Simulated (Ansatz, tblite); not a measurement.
Removing and adding an electron: Si3H4. The state is a singlet with charge 0. Geometry: PBE0-D4/def2-TZVP. Ansatz, gas phase; energy differences of separate SCF runs; the oxidised species was run as a doublet alone; the reduced species was run as a doublet alone.

Cartesian coordinates in Å:
```
Si -1.0883 0.1833 0.8477
Si 0.3748 -1.2703 0.4267
Si 0.4387 0.6684 -0.7833
H -2.2733 0.6280 1.6291
H 0.0613 0.7094 -2.2258
H 0.9768 -2.6054 0.6870
H 1.5100 1.6864 -0.5813
```

The xTB rows come from tblite. Correlated methods freeze 15 core orbitals. The structure comes from a short search, and lower isomers may exist.

| level | −HOMO (eV) | vertical IE (eV) | −LUMO (eV) | vertical EA (eV) | HOMO–LUMO gap (eV) | IE − EA (eV) | remarks |
| --- | --- | --- | --- | --- | --- | --- | --- |
| GFN1-xTB | 9.85 | 12.10 | 7.71 | 5.83 | 2.14 | 6.27 | – |
| GFN2-xTB | 7.04 | 9.89 | 5.53 | – | 1.51 | – | – |
| PBE-D4/def2-TZVP | 5.36 | 8.04 | 2.54 | – | 2.83 | – | – |
| PBE-D4/def2-TZVPD | 5.37 | – | 2.57 | 0.33 | 2.80 | – | HOMO above zero (-1 doublet) |
| r2SCAN-D4/def2-TZVP | 5.55 | 8.01 | 2.41 | – | 3.14 | – | – |
| r2SCAN-D4/def2-TZVPD | 5.54 | – | 2.42 | 0.34 | 3.12 | – | HOMO above zero (-1 doublet) |
| PBE0-D4/def2-TZVP | 6.17 | 8.01 | 1.79 | – | 4.38 | – | – |
| PBE0-D4/def2-TZVPD | 6.17 | – | 1.83 | 0.31 | 4.35 | – | HOMO above zero (-1 doublet) |
| MP2/def2-TZVPD | – | – | – | 0.01 | – | – | restricted SCF unstable (singlet) |
| MP2/def2-TZVPP | – | 8.17 | – | – | – | – | restricted SCF unstable (singlet) |
| CCSD/def2-TZVPD | – | – | – | 0.03 | – | – | restricted SCF unstable (singlet) |
| CCSD/def2-TZVPP | – | 7.97 | – | – | – | – | restricted SCF unstable (singlet) |
| CCSD(T)/def2-TZVPD | – | – | – | 0.08 | – | – | restricted SCF unstable (singlet) |
| CCSD(T)/def2-TZVPP | – | 8.12 | – | – | – | – | restricted SCF unstable (singlet) |

Run but left out: HF/def2-TZVPP, HF/def2-TZVPD (singlet: restricted singlet, unstable towards broken spin symmetry).   A HOMO above zero means that the electron is unbound at that level or that self-interaction error raises the level; the energy of removing that electron tells which. Raw xTB energy differences between charge states are shifted by several eV; the methods need an empirical correction for them.
